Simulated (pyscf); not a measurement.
H₂P–GaH₂ → H₂P–GaH₂ (concerted two-bond exchange; singlet surface; H–P, Ga–H broken, H–P, Ga–H formed). Single points on ωB97X-D3(BJ)/def2-SVP structures (PySCF, gas phase). MP2 and CC: frozen core, UHF for open shells. ΔMP2 is the change of the MP2 total energy from the triple- to the quadruple-zeta basis. Energies in eV from the reactant's lowest minimum found.

```tsv
level	barrier	reaction energy
ωB97X-D3(BJ)/def2-TZVP	3.21	0.00
B3LYP-D3(BJ)/def2-TZVP	?	0.00
PBE0-D3(BJ)/def2-TZVP	3.08	0.00
M06-2X/def2-TZVP	3.15	0.00
ωB97M-D3(BJ)/def2-TZVP	3.09	0.00
CCSD/def2-TZVPP	3.17	0.00
CCSD(T)/def2-TZVPP + ΔMP2(QZVPP)	?	0.00
```

Some entries are withheld; supply them.


- B3LYP-D3(BJ)/def2-TZVP, barrier: 3.00
- CCSD(T)/def2-TZVPP + ΔMP2(QZVPP), barrier: 3.06

The same reactants have a lower exit, to PH₃ + GaH [singlet] (barrier +2.47 eV at ωB97M-D3(BJ)/def2-TZVP, against +3.09 eV here). One saddle was located; it need not be the lowest between these sides. A restricted solution here is unstable towards spin polarisation, so biradical character is likely and single-reference numbers are less safe. The CCSD(T) − MP2 part came from Ansatz, without density fitting, on the same reference. The frozen core leaves the outer d or s,p core shells of the metals and heavy elements correlated in the MP2 and CC values, and def2-TZVPP describes them poorly, which can shift differences by a few kcal/mol. Elements up to Kr have no core potential and no relativistic terms here.
